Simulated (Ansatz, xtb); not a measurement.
## Relative energy of two isomers of C2H5O2−

We compare X, `[O-]CCO`, a singlet, with Y, `COC[O-]`, a singlet. Both are isolated ions in the gas phase, relaxed with B3LYP-D3(BJ)/def2-SVPD; the shapes shown needn't be the lowest conformers.

X (Å):

```csv
atom,x (Å),y (Å),z (Å)
C,-0.1341,-0.4465,-1.2865
C,-0.1561,1.1111,-1.4689
O,0.1521,-0.9831,-2.5602
O,0.7280,1.4487,-2.4378
H,0.6609,-0.7302,-0.5610
H,-1.0970,-0.8415,-0.9083
H,-1.2242,1.3994,-1.7124
H,0.0410,1.5733,-0.4600
H,0.5669,-0.1448,-2.9561
```

Y (Å):

```csv
atom,x (Å),y (Å),z (Å)
C,1.2154,0.1571,1.1860
C,2.1224,0.0907,-1.0622
O,0.9488,-0.2613,-0.1125
O,3.2864,-0.3060,-0.6748
H,0.4017,-0.1888,1.8489
H,1.2711,1.2700,1.2644
H,1.9888,1.2193,-1.1531
H,1.7036,-0.3706,-2.0029
H,2.1787,-0.2436,1.5552
```

Energies in hartree; the thermal terms are from B3LYP-D3(BJ)/def2-SVPD harmonic frequencies (ideal gas, rigid rotor, one conformer each, 400 K, 1 atm) and include the zero-point energy:

|  | X | Y |
| --- | --- | --- |
| E, CCSD(T)/def2-SVPD | −228.936106 | −228.926266 |
| E, MP2/def2-SVPD | −228.883271 | −228.872094 |
| E, MP2/def2-TZVPPD | −229.282658 | −229.270773 |
| zero-point energy | 0.070198 | 0.068843 |
| H(400 K) − E | 0.078323 | 0.077885 |
| G(400 K) − E | 0.032268 | 0.029676 |

**Question.** Correct the CCSD(T) difference for the basis set by the MP2 change, then work out ΔE, ΔE₀, ΔH and ΔG for X → Y in kJ/mol (1 Eh = 2625.50 kJ/mol) and the equilibrium ratio [Y]/[X].

**Answer.** 1. Differences Y − X: CCSD(T) +0.009840, MP2 in the small set +0.011177, MP2 in the large set +0.011885 Eh.
2. ΔE = +0.009840 + (+0.011885 − (+0.011177)) = +0.010548 Eh = +27.69 kJ/mol.
3. ΔE₀ = ΔE + ΔZPE = +0.010548 + (−0.001355) Eh = +24.14 kJ/mol.
4. ΔH = ΔE + (−0.000438) Eh = +26.54 kJ/mol.
5. ΔG = ΔE + (−0.002592) Eh = +20.89 kJ/mol, so ΔS = (ΔH − ΔG)/T = +14.1 J/(mol K).
6. kT = 1.2667 mEh, so K = [Y]/[X] = exp(−ΔG/kT) = exp(−6.28) ≈ 0.0019.

Structure X is favoured at this temperature. An error of 4 kJ/mol in ΔG would change K by a factor of 3.3. Mirror images and further conformers aren't counted.

As drawn, Y has 1 C–O, 1 C–H in place of 1 C–C, 1 O–H.

Other levels gave ΔE = +25.2 (B3LYP-D3(BJ)/def2-SVPD); +19.0 (HF/def2-SVPD); +29.3 (MP2/def2-SVPD); +25.8 (CCSD(T)/def2-SVPD) kJ/mol. The correlated steps freeze 4 core orbitals. Programs: Ansatz 0.2.0.
